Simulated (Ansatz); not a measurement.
Input for Ansatz (development build ahead of 0.2.0):

```yaml
crystal:
  periodic: [false, false, false]
  atoms:
    - { symbol: C, position_ang: [0.0, 0.0, -0.76971] }
    - { symbol: Cl, position_ang: [0.0, 0.0, 0.76971] }
basis:
  gaussian: { orbitals: def2-SVP }
total_charge: 1
magnetization:
  spin_polarized: true
hamiltonian:
  xc: hf
correlation:
  method: ccsd_t
  frozen_orbitals: { C: 1, Cl: 5 }
scf:
  omitted_lower_state_checks: [starts, atomic_configurations, cluster_reference, orbital_swaps, given_window_search, neighbouring_geometries, increment]
```

The input is written out in the form of the current development build from the run's settings.

Output:

```json
{"Converged": "yes", "Reference energy": "-496.71600 hartree", "Correlation energy": "-0.27276 hartree", "Total energy": "-496.98876 hartree", "Stability test": "minimum"}
```
